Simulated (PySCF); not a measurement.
Ionisation energy of C by level of theory

C [He] 2s2 2p2 (3P) → C⁺ [He] 2s2 2p1 (2P), as a difference of total energies. All numbers are calculated (PySCF 2.14, no relativity, point nucleus, in cc-pVDZ (3s2p1d, 14 functions)). Correlated levels: valence: 1s2 frozen. The calculations carry no spin-orbit coupling.

| method | ionisation energy (eV) | error (eV) |
| --- | --- | --- |
| UHF | 10.803 | -0.459 |
| B3LYP | 11.520 | +0.258 |
| LDA | 11.643 | +0.381 |
| MP2 (valence) | 11.088 | -0.174 |
| SCS-MP2 (valence) | 10.982 | -0.280 |
| CCSD (valence) | 10.972 | -0.290 |
| CCSD(T) (valence) | 10.979 | -0.283 |

Reference: 11.262 eV (measured; NIST levels, between the centres of gravity of the two terms).

Errors of the correlated levels include the incompleteness of this basis and the frozen core.
